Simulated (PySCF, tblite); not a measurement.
# C5H11O radical: geometry, infrared bands and EPR parameters

Wanted: the infrared bands and EPR parameters of C5H11O radical (`COC[C](C)C`), by calculation.

Computed with tblite 0.8.0 and PySCF 2.14.0, with density-fitted response routines of our own, on a single molecule in the gas phase. Atoms count from 0, in the outputs and in this text.

## Step 1: The molecule as given

17 atoms, charge 0, multiplicity 2; geometry from: force field or distance geometry start.

Bonds of the start (Å): C0–O1 1.44, O1–C2 1.42, C2–C3 1.50, C3–C4 1.50, C3–C5 1.49, C0–H6 1.09, C0–H7 1.10, C0–H8 1.09, C2–H9 1.09, C2–H10 1.09, C4–H11 1.10, C4–H12 1.10, C4–H13 1.09, C5–H14 1.10, C5–H15 1.09, C5–H16 1.09.

## Step 2: Relaxing the molecule with GFN2-xTB

The job: settings as JSON, then the geometry in Å.

```
{"job": {"kind": "relax", "xc": "GFN2-xTB", "basis": "xTB"}, "charge": 0, "multiplicity": 2}
C      2.640500    -0.139300    -0.093200
O      1.252200    -0.189500    -0.454600
C      0.432400     0.198200     0.640800
C     -0.994400     0.118000     0.169400
C     -1.633200    -1.239500     0.113600
C     -1.531800     1.192700    -0.704200
H      2.844200    -0.812500     0.735400
H      2.923400     0.890700     0.178100
H      3.227700    -0.452600    -0.956200
H      0.582800    -0.457500     1.502800
H      0.657000     1.226800     0.936800
H     -1.310800    -1.771700    -0.792000
H     -2.727800    -1.148500     0.093300
H     -1.364200    -1.841600     0.977800
H     -1.197500     2.185200    -0.352300
H     -2.623800     1.195700    -0.683400
H     -1.183700     1.057400    -1.728200
```

Command:

```sh
$ OMP_NUM_THREADS=1 python probes_run.py task.json out
```

This one command runs all jobs of the session in turn.

The program printed:

```text
step      E/eV     max force
  0    -552.28706    1.310
  1    -552.33356    0.347
  2    -552.34007    0.173
  3    -552.34364    0.133
  4    -552.34632    0.115
  5    -552.34785    0.079
  6    -552.34875    0.065
  7    -552.34913    0.040
  8    -552.34936    0.038
  9    -552.34957    0.041
 10    -552.34979    0.038
 11    -552.34999    0.040
 12    -552.35019    0.034
 13    -552.35041    0.035
 14    -552.35072    0.057
 15    -552.35112    0.065
 16    -552.35152    0.046
 17    -552.35178    0.037
 18    -552.35193    0.035
 19    -552.35204    0.031
 20    -552.35213    0.025
 21    -552.35222    0.023
 22    -552.35233    0.032
 23    -552.35249    0.052
 24    -552.35274    0.066
 25    -552.35303    0.061
 26    -552.35326    0.034
 27    -552.35339    0.018
 28    -552.35345    0.016
 29    -552.35348    0.012
 30    -552.35349    0.007
```

Wall time 0.12 s (1 thread of Arm Neoverse V2, shared host).

Step by step:

```csv
step,energy from step 0 (eV),largest force (eV/Å)
0,0.0000,1.3101
1,-0.0465,0.3471
2,-0.0530,0.1731
3,-0.0566,0.1326
4,-0.0593,0.1150
5,-0.0608,0.0791
6,-0.0617,0.0646
7,-0.0621,0.0405
8,-0.0623,0.0383
9,-0.0625,0.0405
10,-0.0627,0.0381
11,-0.0629,0.0401
12,-0.0631,0.0344
13,-0.0634,0.0351
14,-0.0637,0.0567
15,-0.0641,0.0650
16,-0.0645,0.0462
17,-0.0647,0.0366
18,-0.0649,0.0350
19,-0.0650,0.0313
20,-0.0651,0.0247
21,-0.0652,0.0228
22,-0.0653,0.0322
23,-0.0654,0.0524
24,-0.0657,0.0663
25,-0.0660,0.0612
26,-0.0662,0.0344
27,-0.0663,0.0181
28,-0.0664,0.0162
29,-0.0664,0.0122
30,-0.0664,0.0073
```

Close pairs (by a distance rule), those that changed most:

```
  bond  before (Å)  after (Å)  change (Å)
 C0–O1       1.435      1.399      -0.036
 C2–C3       1.505      1.484      -0.021
 C3–C4       1.501      1.484      -0.018
C5–H14       1.105      1.089      -0.015
 C0–H6       1.087      1.098      +0.012
 O1–C2       1.422      1.433      +0.011
C4–H12       1.099      1.089      -0.010
 C2–H9       1.093      1.102      +0.009
```

The next job starts from the end point, and lists it.

## Step 3: Infrared spectrum with GFN2-xTB

The job: settings as JSON, then the geometry in Å.

```
{"job": {"kind": "ir", "xc": "GFN2-xTB", "basis": "xTB"}, "charge": 0, "multiplicity": 2}
C      2.661392    -0.132819    -0.079889
O      1.316038    -0.200327    -0.458851
C      0.420399     0.187410     0.591006
C     -0.983173     0.090906     0.119622
C     -1.653053    -1.232882     0.119784
C     -1.548407     1.199982    -0.687566
H      2.874634    -0.801939     0.764691
H      2.947383     0.888777     0.204902
H      3.245887    -0.444257    -0.943842
H      0.590118    -0.474468     1.456130
H      0.662793     1.219834     0.892139
H     -1.347474    -1.825514    -0.750954
H     -2.735658    -1.122648     0.077394
H     -1.385933    -1.806207     1.006712
H     -1.218262     2.167335    -0.310530
H     -2.636928     1.168357    -0.686288
H     -1.216752     1.130490    -1.730572
```

The program printed:

```text
mode    cm-1     km/mol
  1      33.5      0.83
  2      51.3      0.54
  3      74.9      1.09
  4      86.6      6.50
  5     142.1      7.18
  6     225.1      3.76
  7     320.9      0.35
  8     353.5      1.82
  9     379.9      0.13
 10     491.5      1.59
 11     836.1      2.31
 12     914.8     67.14
 13     943.6      2.41
 14     957.6      1.87
 15    1008.7      0.38
 16    1020.5      9.82
 17    1041.4      2.09
 18    1072.5     71.53
 19    1136.0      4.99
 20    1155.9     19.96
 21    1202.3      0.72
 22    1297.9     26.33
 23    1327.3     44.47
 24    1333.3      4.48
 25    1384.5      9.65
 26    1397.7      4.63
 27    1405.8      1.07
 28    1462.2      0.36
 29    1468.6      6.97
 30    1469.7      4.81
 31    1471.7      1.13
 32    1476.8      4.26
 33    1484.5      0.63
 34    1494.4      3.11
 35    2819.7     78.49
 36    2844.4     58.46
 37    2876.5     64.46
 38    2891.1      7.40
 39    2894.9     33.14
 40    2903.7     72.66
 41    3005.5     22.35
 42    3006.5     37.25
 43    3009.7      6.04
 44    3015.1     80.39
 45    3019.5     20.34
```

It took 0.33 s on 1 thread of Arm Neoverse V2, shared host.

Which atoms move in the most intense modes:

| cm⁻¹ | km/mol | atoms |
| --- | --- | --- |
| 915 | 67.1 | C2 53 %, O1 27 %, H8 11 % |
| 1072 | 71.5 | O1 47 %, C0 36 % |
| 1327 | 44.5 | C3 54 %, H9 10 % |
| 2820 | 78.5 | H9 46 %, H10 45 % |
| 2844 | 58.5 | H10 48 %, H9 48 % |
| 2876 | 64.5 | H7 46 %, H6 45 % |
| 2904 | 72.7 | H6 48 %, H7 48 % |
| 3015 | 80.4 | H15 44 %, H12 37 % |

## Step 4: EPR parameters: B3LYP/pcH-1

The job, as its differences from that of step 3:

```diff
@@ -1,2 +1,2 @@
-{"job": {"kind": "ir", "xc": "GFN2-xTB", "basis": "xTB"}, "charge": 0, "multiplicity": 2}
+{"job": {"kind": "epr", "basis": "pcH-1"}, "charge": 0, "multiplicity": 2}
 C      2.661392    -0.132819    -0.079889
```

Level: UKS B3LYP, pcH-1 on C H O, non-relativistic, mean-field spin-orbit, GIAO.

The program printed:

```text
UKS, coarse grid
  cycle   1  E = -272.23891226  |g| = 4.85e-01
  cycle   2  E = -272.11373346  |g| = 7.60e-01
  cycle   3  E = -272.33412004  |g| = 8.73e-02
  cycle   4  E = -272.33662551  |g| = 3.67e-02
  cycle   5  E = -272.33725252  |g| = 5.41e-03
  cycle   6  E = -272.33726792  |g| = 2.38e-03
  cycle   7  E = -272.33727080  |g| = 1.00e-03
  cycle   8  E = -272.33727180  |g| = 2.28e-04
UKS, final grid
  cycle   1  E = -272.33730795  |g| = 2.26e-04
  cycle   2  E = -272.33730794  |g| = 2.74e-04
  cycle   3  E = -272.33730798  |g| = 2.46e-05
  cycle   4  E = -272.33730798  |g| = 1.01e-05
E = -272.33730798 Eh   <S^2> = 0.7538 (exact 0.7500)
g shifts (ppm)      1          2          3
  rmc          -151       -151       -151
  gc             -2         44         35
  oz_so          16        475        710
  total        -137        368        595
hyperfine (MHz)  atom isotope    a_iso     a_fc   dipolar eigenvalues
    0   13C       2.40       2.40     -1.52     -1.52      3.04
    1   17O     -70.48     -70.48    -12.72      6.24      6.49
    2   13C     -16.76     -16.76     -1.45     -0.82      2.26
    3   13C     111.11     111.11    -79.34    -79.20    158.54
    4   13C     -30.96     -30.96     -2.08     -0.59      2.67
    5   13C     -30.94     -30.94     -2.09     -0.59      2.67
    6    1H      -0.99      -0.99     -1.67     -0.73      2.40
    7    1H      -0.99      -0.99     -1.67     -0.73      2.40
    8    1H       2.07       2.07     -1.58     -0.60      2.18
    9    1H      17.23      17.23     -6.16     -3.76      9.93
   10    1H      17.06      17.06     -6.16     -3.77      9.93
   11    1H     142.91     142.91     -5.10     -2.86      7.96
   12    1H      31.26      31.26     -4.83     -4.12      8.96
   13    1H      35.26      35.26     -4.95     -4.27      9.23
   14    1H      35.56      35.56     -4.95     -4.27      9.22
   15    1H      30.85      30.85     -4.83     -4.12      8.95
   16    1H     142.85     142.85     -5.12     -2.86      7.97
```

It took 52 s on 1 thread of Arm Neoverse V2, shared host; peak memory 0.95 GiB.

Principal g values 2.00218, 2.00269, 2.00291; g(iso) = 2.00259, against 2.00232 for a free electron.

Hyperfine couplings; where a row names several nuclei, a(iso) is their mean (it holds for fast rotation or exchange) and the dipolar term the largest among them:

```csv
nuclei,isotope,a(iso) (MHz),"a(iso) (G, at g = 2.0023)",largest dipolar term (MHz)
C3,13C,111.1,39.6,158.5
O1,17O,-70.5,-25.2,-12.7
"H11, H12, H13, H14, H15, H16",1H,69.8,24.9,9.2
"C4, C5",13C,-30.9,-11.0,2.7
"H9, H10",1H,17.1,6.1,9.9
C2,13C,-16.8,-6.0,2.3
C0,13C,2.4,0.9,3.0
"H6, H7, H8",1H,0.0,0.0,2.4
```

Mulliken spin populations:

C0 0.01; O1 0.03; C2 -0.05; C3 0.96; C4 -0.08; C5 -0.08; H6 0.00; H7 0.00; H8 0.00; H9 0.01; H10 0.01; H11 0.06; H12 0.01; H13 0.01; H14 0.01; H15 0.01; H16 0.06

In first order the couplings over 0.8 MHz of 1H give 21 distinct lines over 161.6 G, if the averaged nuclei exchange fast.

The fields below are evaluated on a grid from the run's orbitals.

ELF in a plane through or near 8 of the atoms.

Ten even steps from ' ' (0.00) to '@' (1.00):
```
                                                        
                                                        
                                                        
                              ..--::                    
                            ..++##**::                  
          ::====..          ..##%%%%++--++**==          
        ::%%@@@@++            ++##++++%%@@@@@@--        
        ++@@@@@@%%    ..      --==++--@@@@@@@@**        
        --%%@@@@%%::--==::::::++%%##**@@@@@@%%::        
        ..==##++==++**##**==##++++##--::--::            
        ..==##++==++**##**==##====##--..::..            
        --%%@@@@%%::--==::::::++@@##**%%@@@@%%::        
        ++@@@@@@##    ..      --++==--@@@@@@@@**        
        --%%@@@@++            ++##++++%%@@@@@@==        
          ::++++..          ::##%%%%++--++**==          
                            ..++##**::                  
                              ::--::                    
                                                        
                                                        
                                                        
```
The map spans 11.5 Å across and 9.4 Å up, centred on the molecule. Atoms in the plane (x, y in Å): C0 (-2.6, 0.0), C3 (1.0, 0.0), C4 (1.6, -1.3), C5 (1.6, 1.3), H6 (-2.9, -0.9), H7 (-2.9, 0.9), H12 (2.7, -1.2), H15 (2.7, 1.2).

On the surface of density 0.002 e/bohr³ the electrostatic potential runs, from the 1st to the 99th percentile, from -1.50 V near O1 to 0.58 V near H8.

The spin density lies nearest to C3 66 %.

## Step 5: Summary of results

```
                                 quantity                 value
strongest single infrared mode (GFN2-xTB)  3015 cm⁻¹, 80 km/mol
             zero-point energy (GFN2-xTB)         91.8 kcal/mol
                           g(iso) (B3LYP)               2.00259
                                     ⟨S²⟩    0.754 (exact 0.75)
       largest a(iso) (averaged by class)  13C on C3, 111.1 MHz
    surface potential, 1st and 99th percentile    -1.50 V and 0.58 V
```

What this shows: Over 30 steps the energy fell by 0.066 eV; of the close pairs, C0–O1 changed most, 1.435 to 1.399 Å. All 45 modes are real, so the xTB geometry is a minimum. The strongest single mode, at 3015 cm⁻¹, moves mainly H15 and H12. GFN2-xTB is a fitted tight-binding method: band positions and strengths are rough. Its intensities can rank the bands wrongly. Most of the unpaired spin sits on C3 (0.96 e). The isotropic g lies 0.3 ppt above the free-electron value.
